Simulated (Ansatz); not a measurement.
Born–Oppenheimer molecular dynamics of BHN (3 atoms, charge 0, multiplicity 2). It starts from a relaxed structure.

Method: Ansatz, UKS r2SCANh/def2-SVP.

```json
{"ensemble": "NVT, Langevin thermostat", "time step": "0.5 fs", "steps asked": "250", "set temperature": "2000 K", "friction": "0.01 /fs", "seed": "414451"}
```

Frames 10 fs apart, positions in Å, forces in eV/Å.

Velocities at 0 fs (Å/ps):

```
B -7.46 14.53 -8.86
N 4.16 -12.55 9.72
H 22.26 18.64 -40.11
```

```xyz
3
Properties=species:S:1:pos:R:3:forces:R:3 time_fs=0 energy_less_start_eV=0.000 T=1333
B 1.009 -0.215 0.533 0.00 0.00 0.00
N -0.071 0.013 -0.038 0.00 0.01 0.00
H -0.938 0.202 -0.495 0.00 0.00 0.00
3
Properties=species:S:1:pos:R:3:forces:R:3 time_fs=10 energy_less_start_eV=0.313 T=1218
B 1.066 -0.086 0.527 -3.30 -0.06 -1.17
N -0.146 -0.070 0.021 3.10 0.48 0.21
H -0.593 0.265 -0.846 0.20 -0.43 0.96
3
Properties=species:S:1:pos:R:3:forces:R:3 time_fs=20 energy_less_start_eV=0.542 T=1362
B 0.999 0.048 0.561 0.45 0.07 0.79
N -0.147 -0.099 0.024 0.34 0.00 -2.55
H -0.051 -0.102 -1.043 -0.78 -0.07 1.76
3
Properties=species:S:1:pos:R:3:forces:R:3 time_fs=30 energy_less_start_eV=0.445 T=1964
B 0.913 0.147 0.685 -1.29 -0.02 -0.60
N -0.096 -0.051 -0.103 1.99 -1.12 -1.08
H 0.036 -0.604 -1.009 -0.69 1.14 1.69
3
Properties=species:S:1:pos:R:3:forces:R:3 time_fs=40 energy_less_start_eV=0.230 T=2165
B 0.763 0.329 0.753 0.75 0.69 0.95
N 0.054 -0.041 -0.191 -1.87 -3.04 -2.10
H -0.418 -0.848 -0.715 1.11 2.35 1.15
3
Properties=species:S:1:pos:R:3:forces:R:3 time_fs=50 energy_less_start_eV=0.323 T=1933
B 0.628 0.574 0.744 -1.05 -2.02 -2.85
N 0.210 -0.149 -0.258 -1.19 0.63 1.61
H -0.585 -0.676 -0.757 2.24 1.39 1.24
3
Properties=species:S:1:pos:R:3:forces:R:3 time_fs=60 energy_less_start_eV=0.415 T=1590
B 0.505 0.670 0.603 1.40 3.78 3.70
N 0.305 -0.240 -0.162 -0.84 -2.90 -2.62
H -0.371 -0.369 -0.865 -0.56 -0.88 -1.08
3
Properties=species:S:1:pos:R:3:forces:R:3 time_fs=70 energy_less_start_eV=0.632 T=598
B 0.511 0.799 0.559 -0.39 -3.76 -1.83
N 0.329 -0.347 -0.107 2.58 4.68 5.97
H -0.119 -0.429 -0.924 -2.19 -0.92 -4.15
3
Properties=species:S:1:pos:R:3:forces:R:3 time_fs=80 energy_less_start_eV=0.653 T=416
B 0.525 0.717 0.516 1.19 5.65 3.88
N 0.350 -0.297 -0.069 0.63 -1.74 1.67
H 0.099 -0.716 -0.826 -1.82 -3.90 -5.55
3
Properties=species:S:1:pos:R:3:forces:R:3 time_fs=90 energy_less_start_eV=0.348 T=1144
B 0.539 0.765 0.627 -1.19 -4.94 -3.34
N 0.289 -0.321 -0.110 1.16 6.17 4.26
H 0.346 -1.092 -0.701 0.02 -1.23 -0.92
3
Properties=species:S:1:pos:R:3:forces:R:3 time_fs=100 energy_less_start_eV=0.296 T=861
B 0.538 0.678 0.602 0.74 3.98 2.67
N 0.260 -0.248 -0.120 -0.14 -4.53 -2.36
H 0.547 -1.205 -0.310 -0.60 0.56 -0.31
3
Properties=species:S:1:pos:R:3:forces:R:3 time_fs=110 energy_less_start_eV=0.303 T=483
B 0.574 0.698 0.668 -0.73 -1.55 -1.50
N 0.240 -0.277 -0.115 1.35 -0.52 1.59
H 0.461 -1.311 -0.191 -0.63 2.07 -0.09
```

Of the whole run (125 fs, mean temperature of the second half 848 K): The mean temperature of the second half is 58 % below the set value. A run of 0.12 ps of so small a system gives no equilibrium averages.

The run took 3.4 min on 1 thread of Arm Neoverse V2, with other jobs on the host, peak memory 0.11 GiB.
